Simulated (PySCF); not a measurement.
# CH4MgO (+2), an ion with solvent molecules: interaction energy

The task here is to estimate one member of a computed series from the others.

Computed with PySCF 2.14.0; each step states its level. No surroundings beyond the atoms listed, unless a continuum is named. Atoms count from 0, parts from 1.

## Starting point

7 atoms, charge 2, multiplicity 1; geometry: GFN2-xTB. Parts: 1 = atom 0, `[Mg+2]`, charge 2; 2 = atoms 1–6, `CO`, charge 0.

The first run:

Job settings and geometry (Å):

```
{"job": {"xc": "PBE0", "basis": "def2-SVPD", "d3": "d3bj", "grid": 2, "kind": "geom"}, "charge": 2, "multiplicity": 1, "parts": [{"atoms": "0-0", "charge": 2, "multiplicity": 1}, {"atoms": "1-6", "charge": 0, "multiplicity": 1}]}
Mg    -0.053884     0.181617    -0.238568
C     -0.323056    -1.783671    -2.753158
O     -0.823829    -0.682641    -2.084337
H     -0.787610    -1.762049    -3.791419
H     -0.653499    -2.788641    -2.381026
H      0.778466    -1.700433    -2.886904
H     -1.817188    -0.749479    -2.003365
```

Command:

```
> OMP_NUM_THREADS=1 python cluster_run.py task.json out
```

This one command runs all jobs of the session in turn.

Among the steps run: Relaxing the molecule at PBE0-D3(BJ)/def2-SVPD; Coupled-cluster interaction energy: CCSD(T) and MP2.

One of the session's tables, all rows but one given; the rest of the session is left out.

It belongs to the step «Coupled-cluster interaction energy: CCSD(T) and MP2». 

| method | interaction energy (kcal/mol) |
| --- | --- |
| HF/aug-cc-pVDZ | -95.78 |
| MP2/aug-cc-pVDZ | -91.11 |
| CCSD/aug-cc-pVDZ | -91.23 |
| CCSD(T)/aug-cc-pVDZ | -90.61 |
| HF/aug-cc-pVTZ | ? |
| MP2/aug-cc-pVTZ | -93.96 |
| SCS-MP2/aug-cc-pVTZ | -93.91 |
| MP2, extrapolated | -94.36 |
| CCSD(T), limit estimate | -93.86 |

Q: Estimate the row for HF/aug-cc-pVTZ from the others.

As computed: interaction energy (kcal/mol): -97.67. In the column «interaction energy (kcal/mol)» it is the lowest.

In this run the core of Mg (2s2p) is correlated, in a basis without core functions; only the other cores are frozen.

Limits of these values: The interaction energy leaves out the deformation of the parts, 2.09 kcal/mol (MP2); added to the CCSD(T) estimate it gives a binding of about -91.77 kcal/mol.
